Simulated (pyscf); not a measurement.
`[Cl][CH2][Cl]` + `[CH3]` [doublet] → `[Cl]` [doublet] + `[CH3][CH2][Cl]`, a substitution at C (doublet surface; C–Cl broken, C–C formed). Structures and frequencies: ωB97X-D3(BJ)/def2-SVP in PySCF. Energies in kJ/mol from the separated reactants.

Small-basis levels: PySCF, no dispersion term, spherical d functions. Open shells are spin-unrestricted. 

Question: In single points HF/3-21G puts the saddle at 120.0 kJ/mol and the reaction energy at -155.8 kJ/mol. Should these be trusted to within a few kcal/mol? Compare with ωB97M-D3(BJ)/def2-TZVP.

Answer: ωB97M-D3(BJ)/def2-TZVP gives ΔE‡ = 126.2 kJ/mol and ΔE = -58.9 kJ/mol. HF/3-21G lies 6.2 kJ/mol under it in the barrier and 96.9 kJ/mol under it in the reaction energy, so on this step it does not hold to within 12.6 kJ/mol. ωB97M-D3(BJ)/def2-TZVP has limits of its own. On the product side the descent ends in what is likely a three-electron adduct, which functionals tend to overbind, 27.8 kJ/mol under the separated species and 214.3 kJ/mol under the saddle at ωB97X-D3(BJ)/def2-TZVP. This is the saddle that the search found; another between the same sides may lie lower. The angle at the attacked C is 159°. Left out: the spin-orbit lowering of Cl.
